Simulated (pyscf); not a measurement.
`[SiH3][PH][SiH3]` + `[GaH3]` → `[SiH3][P]([SiH3])[GaH2]` + `[H][H]`, a four-centre exchange (singlet surface; H–P, Ga–H broken, Ga–P, H–H formed). Structures and frequencies: ωB97X-D3(BJ)/def2-SVP in PySCF. Energies in eV from the separated reactants.

Small-basis levels: PySCF, no dispersion term, spherical d functions. AM1 to PM7: differences of heats of formation from MOPAC, which are fitted to 298 K values and so differ in kind from electronic energies by zero-point and thermal terms. GFN2-xTB: tblite. Cost: rough CPU time at the saddle relative to B3LYP/6-31G*+LANL2DZ, from one job on a shared machine.

```tsv
level	barrier	reaction energy	cost
MP2/6-31G*+LANL2DZ	1.24	-0.59	0.1
SVWN5/6-31G*+LANL2DZ	0.20	-0.55	1
BP86/6-31G*+LANL2DZ	0.79	-0.45	1
PBE/6-31G*+LANL2DZ	0.65	-0.51	1
GFN2-xTB	0.73	-0.09	under 0.02
PM3	-1.94	-2.12	under 0.02
PM6	-3.25	-8.18	under 0.02
ωB97M-D3(BJ)/def2-TZVP	0.79	-0.45	–
```

Against the last row the barrier runs from -4.05 (PM6) to +0.45 eV (MP2/6-31G*+LANL2DZ). At PM3, PM6 this geometry lies under one side, so the entry may be no barrier of that level: it is a single point on another level's saddle. ωB97M-D3(BJ)/def2-TZVP has limits of its own. On the reactant side the descent ends in a complex (not fully relaxed), 0.26 eV under the separated species and 0.80 eV under the saddle at ωB97X-D3(BJ)/def2-TZVP. At the saddle there is also a short Ga–H contact that neither side keeps. At ωB97X-D3(BJ)/def2-TZVP the barrier from the zero used here is 0.54 eV. One saddle was located; it need not be the lowest between these sides. In the def2 sets elements up to Kr have no core potential.
